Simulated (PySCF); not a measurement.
## How the method moves the HOMO and LUMO of `C=C=O`

Compound: C2H2O.
Geometry (PBE0-D3(BJ)/def2-SVP, Å), atoms numbered from 1 in this order:
```xyz
5
C2H2O angstrom
C     -0.542    0.023    0.029
C      0.770   -0.032   -0.042
O      1.928   -0.081   -0.105
H     -1.042    0.992    0.049
H     -1.115   -0.903    0.068
```

Basis pcSseg-2 throughout (PySCF), one geometry. Geometry: PBE0-D3(BJ)/def2-SVP; no solvent, vibrations or thermal averaging.

**Question.** How do the orbital energies, the gap and the dipole change with the method?

**Answer.** 
```tsv
method	kind	HOMO (eV)	LUMO (eV)	gap (eV)	μ (D)	SCF cycles
BLYP	GGA	-5.78	-2.07	3.71	1.40	15
OPBE	GGA	-5.87	-2.07	3.79	1.36	16
B97-D	GGA	-5.87	-2.09	3.78	1.41	15
PBE	GGA	-5.90	-2.17	3.73	1.38	15
KT2	GGA	-5.93	-2.10	3.82	1.42	16
KT3	GGA	-5.95	-2.13	3.82	1.41	16
BP86	GGA	-6.00	-2.25	3.74	1.38	15
LDA	LDA	-6.08	-2.39	3.69	1.47	15
B97-2	global hybrid	-6.88	-1.11	5.78	1.49	13
B3LYP	global hybrid	-6.93	-1.31	5.62	1.50	13
PBE0	global hybrid	-7.14	-1.02	6.12	1.49	14
mPW1PW91	global hybrid	-7.17	-1.04	6.13	1.50	14
BHandHLYP	global hybrid	-8.28	0.20	8.48	1.63	13
CAM-B3LYP	range-separated hybrid	-8.51	0.18	8.69	1.54	13
wB97X-D	range-separated hybrid	-8.99	0.87	9.87	1.49	14
LC-wPBE	range-separated hybrid	-9.84	1.45	11.29	1.49	13
HF	Hartree–Fock	-9.98	2.69	12.67	1.77	11
```

The HOMO spans 4.21 eV, from BLYP down to HF, and the gap runs from 3.69 eV (LDA) to 12.67 eV (HF). Over the methods BLYP (0 %), OPBE (0 %), B97-D (0 %), PBE (0 %), KT2 (0 %), KT3 (0 %), BP86 (0 %), LDA (0 %), B97-2 (21 %), B3LYP (20 %), PBE0 (25 %), mPW1PW91 (25 %), BHandHLYP (50 %), HF (100 %), a straight line through the gap against the share of exact exchange rises by 0.90 eV for each 10 % (correlation coefficient 0.999). The dipole ranges from 1.36 D (OPBE) to 1.77 D (HF). This basis has no diffuse functions.

Reference dipole: 1.42 D (measured, gas; NIST CCCBDB Release 22 (SRD 101), experimental dipoles); nearest here: KT2 (1.42 D). 

The vertical ΔSCF ionisation energy at CAM-B3LYP/def2-SVPD is 9.86 eV; −ε(HOMO) comes closest to it with LC-wPBE (9.84 eV).
